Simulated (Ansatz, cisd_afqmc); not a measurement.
Species: SiH₄, charge 0, triplet. This triplet is an excited state, 4.7 eV above the singlet at CCSD(T)/cc-pV(5+d)Z (Ansatz, an electronic-structure program). SiH4 (parent SMILES [SiH4], triplet).
B3LYP-D3(BJ)/def2-TZVP minimum from Ansatz:
```xyz
5

Si    -0.0412     0.0056    -0.0927
H      0.3619     1.4451     0.3157
H     -1.1920     0.1828     0.9299
H      1.4802    -0.2218    -0.2811
H     -0.0738    -1.4842     0.3330
```
Charge 0, spin multiplicity 3.

Total energies in cc-pV(D+d)Z, 8 correlated electrons, 5 frozen orbitals. UHF or UKS for unpaired electrons; spin-orbit terms are left out. Correlated methods leave the cores frozen. No relativity. AFQMC/CISD: phaseless, guided by CISD from CCSD amplitudes; bars are statistical, one sigma. Outlying blocks are dropped, and bars are widened where a walk drifts. Over all cases where full CI ran beside it in this data, AFQMC minus full CI had a median of +0.1 mEh and passed +0.4 mEh in a tenth of the cases. The UHF reference of H4Si (parent SMILES [SiH4], triplet) is spin-contaminated (<S^2> up to 0.04 over the pure value in the sets run). The spin of H4Si (parent SMILES [SiH4], triplet) was assumed, and the state is the lowest solution found for it.

```
method         program         energy (Eh)  minus CCSDTQ (mEh)
----------  ----------  ------------------  ------------------
HF              Ansatz          -291.07798              150.75
MP2             Ansatz          -291.19074               37.99
CCSD            Ansatz          -291.22370                5.03
CCSD(T)         Ansatz          -291.22747                1.26
CCSDT(Q)        Ansatz          -291.22871                0.03
CCSDTQ          Ansatz          -291.22873                0.00
AFQMC/CISD  cisd_afqmc  -291.2284 ± 0.0004           0.3 ± 0.4
```

Rough core times of Ansatz's runs on a shared machine: CCSD(T) under 20 s, CCSDT(Q) 30 s, CCSDTQ 20 min.
